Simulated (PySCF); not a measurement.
An unknown shows these calculated signals:

1H NMR (300 MHz, computed): δ 4.65 (dq, J = 27.2, 1.5 Hz, 1H), 1.96 (dd, J = 15.5, 1.5 Hz, 3H).

13C{1H} NMR (computed): δ 188.5 (C, d, J = 357.2 Hz), 118.6 (C), 84.0 (CH, d, J = 13.8 Hz), 21.0 (CH3, d, J = 23.4 Hz).

Computational details: geometry from PBE0-D3(BJ)/def2-SVP, couplings computed with B3LYP/pcJ-1 (spin–dipole term only in couplings to heteroatoms), PBE/pcSseg-2 with gauge-including orbitals, in PySCF 2.14 (averaged over atoms made equivalent by symmetry, fast rotation or ring inversion, one computed conformer, in vacuum, relativity neglected).

Chemical shifts δ = σref − σ; 1H and 13C vs TMS, all at this level.

**Question.** Which of these does the molecule contain: a tert-butyl group, an NH or NH2 group, a non-aromatic C=C double bond, a heteroaromatic ring, a nitrile?

**Answer.** 
- A tert-butyl group: no.
- An NH or NH2 group: no.
- A non-aromatic C=C double bond: yes.
- A heteroaromatic ring: no.
- A nitrile: yes (δC 118.6).

The data belong to `C/C(F)=C/C#N`, C4H4FN; they needn't prove each group on their own.

Carbon signals by region: 1 in the far downfield region (above 160 ppm), 1 in the sp2 and nitrile region (100–160 ppm), 1 at 50–100 ppm, 1 below 50 ppm. Above 160 ppm: 188.5, fully substituted alkene carbon.

Common functionals overestimate the size of one-bond C–F couplings by tens of Hz; these are unscaled. Multiplet labels drop couplings under 1 Hz and merge nearly equal ones. Shifts are as computed, not scaled to solution data. Of 1211 compounds with measured shifts, 218 miss one by over three times the rms of a fit or turn the order of signals round; such compounds aren't used in these exercises.
